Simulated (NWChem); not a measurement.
Species: NO cation

Computed with NWChem. Geometry: optimised at B3LYP/6-31G* (spherical d). Solvent water, SMD (1 M gas to 1 M solution), gas-phase geometry. Reactions with the solvent are ignored.

What does the run give for M06-2X/STO-3G? Quantities: solvation free energy (kcal/mol); cavity-dispersion-structure term (kcal/mol).


```
Item                                         Value
-------------------------------------------  -----
solvation free energy (kcal/mol)             -85.0
cavity-dispersion-structure term (kcal/mol)    2.3
```
